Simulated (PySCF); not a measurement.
# SiH₃⁺: a ladder of methods

Aim: at the PBE0 minimum of singlet SiH₃⁺, found before, compare methods on energies and levels.

Computed with PySCF 2.14.0. Level: several methods, basis Si def2-TZVP, H def2-TZVP, no relativity, density fitting.

### Step 1. The starting structure

4 atoms, charge 1, spin multiplicity 1.

Bond lengths: Si1–H2 1.472 Å, Si1–H3 1.472 Å, Si1–H4 1.472 Å. Angles: H2–Si1–H3 120.0°, H2–Si1–H4 120.0°, H3–Si1–H4 120.0°.

Z-matrix (Å, degrees; charge 1 multiplicity 1):
```
Si
H  1 1.4721
H  1 1.4721 2 120.00
H  1 1.4721 2 120.00 3 180.00
```

### Step 2. PBE0

One driver script runs all steps and calls PySCF; scf.py shows the equivalent input of each level. Each SCF starts from the density of the minimum. The driver also runs the species with one electron less or more at the same geometry (one less: multiplicity 2, one more: multiplicity 2); their logs are not shown.

Contents of scf.py:

```python
from pyscf import gto, scf, dft
mol = gto.M(atom='''
Si    -0.000000    -0.000000    -0.000000
H      1.472065    -0.000009     0.000000
H     -0.736025     1.274850    -0.000000
H     -0.736040    -1.274842     0.000000''',
    basis={'Si': 'def2-TZVP', 'H': 'def2-TZVP'},
    charge=1, spin=0)
mf = dft.RKS(mol, xc='PBE0')
mf.grids.atom_grid = (99, 590)
aux = {'Si': 'def2-universal-JKFIT', 'H': 'def2-universal-JKFIT'}
mf = mf.density_fit(auxbasis=aux)
mf.kernel()
```

### Step 3. CCSD(T)

scf.py: that of step 2 with these lines changed.

```diff
@@ -9,2 +9 @@
-mf = dft.RKS(mol, xc='PBE0')
-mf.grids.atom_grid = (99, 590)
+mf = scf.RHF(mol)
@@ -13,0 +13,3 @@
+from pyscf import cc
+mycc = cc.CCSD(mf, frozen=5).run()
+mycc.ccsd_t()
```

### Step 4. HF

scf.py: that of step 3 with these lines changed.

```diff
@@ -13,3 +12,0 @@
-from pyscf import cc
-mycc = cc.CCSD(mf, frozen=5).run()
-mycc.ccsd_t()
```

### Step 5. PBE

scf.py: that of step 4 with these lines changed.

```diff
@@ -9 +9,2 @@
-mf = scf.RHF(mol)
+mf = dft.RKS(mol, xc='PBE')
+mf.grids.atom_grid = (99, 590)
```

### Step 6. r2SCAN

scf.py: that of step 5 with these lines changed.

```diff
@@ -9 +9 @@
-mf = dft.RKS(mol, xc='PBE')
+mf = dft.RKS(mol, xc='R2SCAN')
```

### Step 7. B3LYP

scf.py: that of step 6 with these lines changed.

```diff
@@ -9 +9 @@
-mf = dft.RKS(mol, xc='R2SCAN')
+mf = dft.RKS(mol, xc='B3LYP')
```

### Step 8. TPSSh

scf.py: that of step 7 with these lines changed.

```diff
@@ -9 +9 @@
-mf = dft.RKS(mol, xc='B3LYP')
+mf = dft.RKS(mol, xc='TPSSH')
```

### Step 9. BHandHLYP

scf.py: that of step 8 with these lines changed.

```diff
@@ -9 +9 @@
-mf = dft.RKS(mol, xc='TPSSH')
+mf = dft.RKS(mol, xc='BHANDHLYP')
```

### Step 10. LC-wPBE

scf.py: that of step 9 with these lines changed.

```diff
@@ -9 +9 @@
-mf = dft.RKS(mol, xc='BHANDHLYP')
+mf = dft.RKS(mol, xc='LC_WPBE')
```

(Steps that only read results are left out.)

Before running it: what results should come out? Wanted: vertical ionisation energy, CCSD(T); vertical electron affinity, CCSD(T); orbital gap, range; T1, D1; T1, D1 of the species with one electron less; T1, D1 of the species with one electron more.

The runs gave:

| quantity | value |
| --- | --- |
| vertical ionisation energy, CCSD(T) | 20.84 eV |
| vertical electron affinity, CCSD(T) | 7.78 eV |
| orbital gap, range | 5.07 (PBE) to 14.44 (HF) eV |
| T1, D1 | 0.009, 0.016 |
| T1, D1 of the species with one electron less | 0.027, 0.068 |
| T1, D1 of the species with one electron more | 0.013, 0.033 |

**Reading.** Against CCSD(T), the vertical ionisation energy is best met by BHandHLYP (-0.06 eV) and worst by HF (-0.73 eV). CCSD(T) took 7.9 s, about 3 times as long as BHandHLYP (2.3 s), which misses it by 0.06 eV. Against CCSD(T), the vertical electron affinity is best met by BHandHLYP (-0.03 eV) and worst by HF (-0.56 eV). PBE's −ε(HOMO), 16.3 eV, falls 4.5 eV short of the ionisation energy, while its energy difference gives 20.6 eV.
